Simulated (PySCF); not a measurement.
**Reproducing measurements on CFCl3**

**Experimental background.**

NIST CCCBDB Release 22 (SRD 101), experimental dipoles lists, for the gas: dipole moment (microwave Stark effect, vibrational ground state) 0.46 ± 0.02 D.

The runs below try to reproduce these values; the comparison stands at the end.

CFCl3.
SMILES with atom numbers: `[F:1][C:2]([Cl:3])([Cl:4])[Cl:5]`

Geometry (GFN2-xTB, Å), atoms numbered from 1 in this order:
```xyz
5
CCl3F angstrom
F      0.060   -0.141    1.396
C      0.005   -0.006    0.067
Cl    -0.458    1.661   -0.313
Cl     1.603   -0.371   -0.604
Cl    -1.201   -1.140   -0.563
```

The PySCF runs (gas phase, on this GFN2-xTB geometry; no spin–orbit coupling):

| level | job | basis functions |
| --- | --- | --- |
| B97-2/IGLO-III | shieldings | 202 |
| BHandHLYP/IGLO-III | shieldings | 202 |
| CAM-B3LYP/IGLO-III | shieldings | 202 |
| HCTH407/IGLO-III | shieldings | 202 |
| HSE06/IGLO-III | shieldings | 202 |
| LC-wPBE/IGLO-III | shieldings | 202 |
| OLYP/IGLO-III | shieldings | 202 |
| WP04/IGLO-III | shieldings | 202 |
| mPW1PW91/IGLO-III | shieldings | 202 |
| revPBE/IGLO-III | shieldings | 202 |
| wB97X-D/IGLO-III | shieldings | 202 |
| wB97X/IGLO-III | shieldings | 202 |

## Comparison

**Dipole moment.** Measured: 0.46 D (NIST CCCBDB Release 22 (SRD 101), experimental dipoles).

```tsv
level	computed (D)	computed − measured (D)	% (from the printed values)
B97-2/IGLO-III	0.44	-0.02	-4
BHandHLYP/IGLO-III	0.58	+0.12	+26
CAM-B3LYP/IGLO-III	0.55	+0.09	+20
HCTH407/IGLO-III	0.44	-0.02	-4
HSE06/IGLO-III	0.47	+0.01	+2
LC-wPBE/IGLO-III	0.48	+0.02	+4
OLYP/IGLO-III	0.42	-0.04	-9
WP04/IGLO-III	0.54	+0.08	+17
mPW1PW91/IGLO-III	0.46	0.00	0
revPBE/IGLO-III	0.39	-0.07	-15
wB97X-D/IGLO-III	0.43	-0.03	-7
wB97X/IGLO-III	0.46	0.00	0
```

The computed dipoles belong to one fixed geometry; measured ones are averaged over vibrations unless marked μe. Magnitudes are compared, not signs.

The geometry is computed, not the measured one. Where a level misses, the cause wasn't examined.
